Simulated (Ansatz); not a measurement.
## [OH···H···N], quartet: transfer scan

Starting geometry:

```
atom    x (Å)    y (Å)   z (Å)
   O  -1.1404  -0.0292  0.0000
   H  -1.3897   0.8974  0.0000
   H  -0.1808  -0.0292  0.0000
   N   1.4156  -0.0292  0.0000
```

From there H3 is moved from one fragment to the other while all else, the fragments' distance too, stays fixed; atoms are numbered as listed. Energies are in kJ/mol, counted from the starting geometry at the same level. Kohn–Sham curves are unrestricted where that lies lower.

Basis cc-pVTZ; Ansatz 0.2.0. Correlated methods freeze the noble-gas cores. R marks a restricted (for open shells ROHF) determinant, U an unrestricted one.

Full CI isn't at hand for all of this; UCCSDT(Q) serves as the reference, and is uncertain by about the last step of the cluster series.

```json
{"distance O1-H3 (Å)": "0.960", "UCCSDT(Q)": "0.0", "PBE": "0.0", "r2SCAN": "0.0", "PBE0": "0.0", "B3LYP": "0.0", "CAM-B3LYP": "0.0", "wB97X-V": "0.0", "wB97M-V": "0.0", "B2PLYP": "0.0", "RPA-PBE": "0.0"}
{"distance O1-H3 (Å)": "1.039", "UCCSDT(Q)": "17.2", "PBE": "4.3", "r2SCAN": "9.2", "PBE0": "12.3", "B3LYP": "10.6", "CAM-B3LYP": "13.2", "wB97X-V": "14.0", "wB97M-V": "14.7", "B2PLYP": "14.4", "RPA-PBE": "14.7"}
{"distance O1-H3 (Å)": "1.198", "UCCSDT(Q)": "86.8", "PBE": "41.9", "r2SCAN": "55.8", "PBE0": "66.2", "B3LYP": "60.0", "CAM-B3LYP": "70.1", "wB97X-V": "74.3", "wB97M-V": "76.7", "B2PLYP": "74.7", "RPA-PBE": "70.3"}
{"distance O1-H3 (Å)": "1.357", "UCCSDT(Q)": "137.3", "PBE": "70.9", "r2SCAN": "89.0", "PBE0": "100.3", "B3LYP": "90.9", "CAM-B3LYP": "105.9", "wB97X-V": "114.0", "wB97M-V": "118.0", "B2PLYP": "116.5", "RPA-PBE": "104.1"}
{"distance O1-H3 (Å)": "1.516", "UCCSDT(Q)": "151.0", "PBE": "95.7", "r2SCAN": "109.4", "PBE0": "114.6", "B3LYP": "105.5", "CAM-B3LYP": "117.7", "wB97X-V": "126.3", "wB97M-V": "129.7", "B2PLYP": "129.7", "RPA-PBE": "120.7"}
```
